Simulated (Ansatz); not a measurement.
Input file:

```yaml
crystal:
  periodic: [false, false, false]
  atoms:
    - {symbol: Zr, position_ang: [0.000000, 0.000000, 0.000000]}
    - {symbol: Si, position_ang: [0.000000, 0.000000, 2.390400]}
basis:
  gaussian: {orbitals: def2-TZVPP}
magnetization: {spin_polarized: true, initial_magnetization: 0}
correlation: {method: ccsdt_q, electrons: outside_noble_gas}
```

```sh
$ ansatz run in.yaml --threads 2 --pin off --events-out ev --progress --plain --max-ram 24576MiB --backend cuda --devices 0, --max-vram 18GiB
```

The program prints:

```
1159 factors; integrals over basis functions are off by at most 1.6e-7 eV
mean field evaluation 1: about -9116.4548 eV, gradient 2.5e1 eV
mean field evaluation 2: about -9116.6627 eV, gradient 2.5e1 eV
mean field evaluation 4: about -9122.5073 eV, gradient 5.1e0 eV
mean field evaluation 8: about -9122.8225 eV, gradient 9.5e-1 eV
mean field evaluation 16: about -9122.9243 eV, gradient 7.3e-6 eV
mean field evaluation 32: about -9124.5919 eV, gradient 1.2e0 eV
mean field evaluation 64: about -9124.2143 eV, gradient 1.7e-2 eV
mean field evaluation 96: about -9084.4597 eV, gradient 9.4e1 eV
mean field evaluation 128: about -9124.8123 eV, gradient 5.5e-1 eV
mean field evaluation 160: about -9124.8878 eV, gradient 5.5e-6 eV
...
cycle  36  -5.31021723 eV  change    4.2e-6 eV  update   4.1e-6
cycle  37  -5.31021350 eV  change    3.7e-6 eV  update   3.1e-6
cycle  38  -5.31021235 eV  change    1.1e-6 eV  update   2.4e-6
cycle  39  -5.31021191 eV  change    4.4e-7 eV  update   1.9e-6
cycle  40  -5.31021294 eV  change   -1.0e-6 eV  update   1.5e-6
cycle  41  -5.31021547 eV  change   -2.5e-6 eV  update   1.4e-6
cycle  42  -5.31021824 eV  change   -2.8e-6 eV  update   1.1e-6
cycle  43  -5.31022037 eV  change   -2.1e-6 eV  update   9.4e-7
cycle  44  -5.31022188 eV  change   -1.5e-6 eV  update   7.6e-7
cycle  45  -5.31022264 eV  change   -7.5e-7 eV  update   6.0e-7
perturbative correction -0.10948702 eV, -0.0040235736 hartree
WARN: the results are in doubt because among natural orbitals full CI differs from the method by -0.110 eV
Total energy: -9130.18748271 eV, -335.5282013263 hartree
In doubt: among natural orbitals full CI differs from the method by -0.110 eV
```

Ran on 2 threads of AMD EPYC 7R13 with a shared H100 80 GB, shared host: 1.7 min wall, 0.92 GiB peak host memory.
